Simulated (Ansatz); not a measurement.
**H₃Si–GeH⁺, doublet: the ladder up to UCCSDT(Q)**

Geometry: that of the H3Si–GeH, singlet, kept fixed.

```yaml
atoms:
  - { symbol: Si, position_ang: [0.0000, 0.0278, 1.7126] }
  - { symbol: Ge, position_ang: [0.0000, -0.0307, -0.7441] }
  - { symbol: H, position_ang: [0.0000, 1.3481, 2.4004] }
  - { symbol: H, position_ang: [1.1976, -0.7339, 2.1785] }
  - { symbol: H, position_ang: [-1.1976, -0.7339, 2.1785] }
  - { symbol: H, position_ang: [0.0000, 1.5581, -0.8556] }
```

Basis cc-pVTZ; Ansatz 0.2.0. Correlated methods freeze the noble-gas cores and the filled d shells of p-block atoms, which leaves 11 electrons in 114 orbitals. R marks a restricted (for open shells ROHF) determinant, U an unrestricted one. No spin–orbit coupling is included, and no scalar relativity.

Full CI isn't at hand for all of this; UCCSDT(Q) serves as the reference, and is uncertain by about the last step of the cluster series. The frozen core follows each run's orbitals, which can shift R against U totals by a few meV for light atoms and by up to 0.1 eV past Ca.

```
UHF ⟨S²⟩                          : 0.775
T1 diagnostic (RCCSD)             : 0.0265
largest doubles amplitude (RCCSD) : 0.035
T1 diagnostic (UCCSD)             : 0.0186
```

| level | E − E(UCCSDT(Q)) (kcal/mol) | share of correlation (%) | wall time |
| --- | --- | --- | --- |
| UHF | 153.96 | 1.99 | – |
| UMP2 | 32.72 | 79.17 | – |
| UCCSD | 5.68 | 96.38 | – |
| UCCSD(T) | 1.10 | 99.30 | 29 s (H100) |
| UCCSDT | 0.19 | 99.88 | – |

The correlation energy at UCCSDT(Q), counted from RHF, is -6.811 eV. That run took 79 s on 2 threads of AMD EPYC 7R13 with a shared H100 80 GB, shared host.

Run but not shown, since their state or frozen core can't be matched to the reference's or they repeat it: RHF, RMP2, RCCSD, RCCSD(T), BCCD(T), RCCSDT, RCCSDT(Q).

Times hold each run's SCF and search for its determinant on a shared host, so for small cases they say little of a method's own cost.
